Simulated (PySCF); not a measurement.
Method used: core-valence-separated Tamm–Dancoff BHandHLYP/aug-pcX-1 (pcseg-1 on H) in PySCF, non-relativistic, gas phase, PBE0-D3(BJ)/def2-SVP geometry. BHandHLYP without relativity tends to put these K edges a few eV too low, so spacings mean more than positions.

Main lines of an unknown, eV (oscillator strength): C K: 282.7 (0.052), 282.7 (0.070), 285.3 (0.008), 285.5 (0.016), 285.6 (0.009). Listed: the first five lines at most of each edge with a tenth or more of its strongest line's intensity; roots within 0.03 eV on the same or equivalent atoms are summed. Only the lowest roots were sought, and the top ones are left out.

Question: Which candidate gives them?
A. cis-3-hexene, `CC/C=C\CC`
B. 1-hexene, `C=CCCCC`

Answer: B. 

- `C=CCCCC`: C K: 282.7 (0.052), 282.7 (0.070), 285.3 (0.008), 285.5 (0.016), 285.6 (0.009). First C line listed at 282.7 eV, hole on the terminal =CH2 carbon (1s→π*).
- `CC/C=C\CC`: C K: 282.8 (0.124), 285.3 (0.014), 285.5 (0.024), 285.6 (0.035), 286.0 (0.050). First C line listed at 282.8 eV, hole on the alkene CH carbon.

One conformer each; other structures than these candidates weren't tested.

Conformer computed: `[CH2:1]=[CH:2][CH2:3][CH2:4][CH2:5][CH3:6]`: C1–C2–C3–C4 -118°, C2–C3–C4–C5 -179°, C3–C4–C5–C6 180°.
